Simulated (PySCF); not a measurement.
**How the functional moves excitation energies**

C5H5Cl.
Atom-mapped SMILES: `[CH3:1][C:2]1=[CH:3][C:4]/1=[CH:5]/[Cl:6]` (hydrogens: H7, H8, H9 on C1; H10 on C3; H11 on C5)

Cartesian coordinates in Å at the PBE0-D3(BJ)/def2-SVP level; atoms count from 1:
```
atom  x, y, z in Å
C1    -1.871   -0.499    0.211
C2    -0.553    0.137    0.317
C3     0.217    1.207    0.435
C4     0.868   -0.071    0.363
C5     1.930   -0.869    0.348
Cl6    1.752   -2.600    0.203
H7    -1.925   -1.086   -0.719
H8    -2.003   -1.214    1.039
H9    -2.688    0.235    0.229
H10    0.308    2.287    0.524
H11    2.959   -0.521    0.421
```

Linear-response calculations in the def2-SVPD basis (PySCF; singlets by full response, triplets Tamm–Dancoff, core orbitals frozen in the response; HF means time-dependent Hartree–Fock). 'Strongest' is the level of largest summed f among the singlets computed (10 roots, of which the last may lack a degenerate partner); it can jump between rows when another state enters that window. S1 is the lowest singlet of each run and needn't be the same state throughout; f(S1) is that of one state. Isolated species at its PBE0-D3(BJ)/def2-SVP geometry, gas phase.

```tsv
functional	kind	S1 (eV)	f(S1)	strongest (eV)	T1 (eV)	HOMO (eV)	gap (eV)	ionisation energy, ΔSCF (eV)
LDA	LDA	3.41	0.011	6.02	2.86	-4.94	3.09	7.95
PBE	GGA	3.45	0.011	6.04	2.81	-4.78	3.15	7.72
B3LYP	global hybrid, 20% exact exchange	4.00	0.018	6.32	3.18	-5.61	4.82	7.79
PBE0	global hybrid, 25% exact exchange	4.17	0.020	6.47	3.24	-5.82	5.26	7.78
BHandHLYP	global hybrid, 50% exact exchange	4.76	0.032	6.68	3.56	-6.71	7.31	7.66
wB97X-D	range-separated hybrid	4.57	0.025	6.63	3.56	-7.60	8.91	7.82
LC-wPBE	range-separated hybrid	5.11	0.036	6.82	3.70	-8.39	10.22	7.96
HF	Hartree–Fock	5.73	0.071	7.05	3.71	-8.02	10.40	not settled
```

Q: What does CAM-B3LYP (range-separated hybrid) give?

A: S1 (eV) 4.57, f(S1) 0.026, strongest (eV) 6.56, T1 (eV) 3.50, HOMO (eV) -7.07, gap (eV) 7.69, ionisation energy, ΔSCF (eV) 7.85. S1 runs from 3.41 eV (LDA) to 5.73 eV (HF), a spread of 2.33 eV, while the orbital gap spreads over 7.3 eV. Along PBE (0%), B3LYP (20%), PBE0 (25%), BHandHLYP (50%), HF (100%) S1 rises with the share of exact exchange. −ε(HOMO) comes closest to its own ΔSCF ionisation energy with wB97X-D (-0.22 eV) and misses most with LDA (-3.01 eV). 'Not settled' means that the ion's SCF failed to converge or may have ended in another state than the lowest.
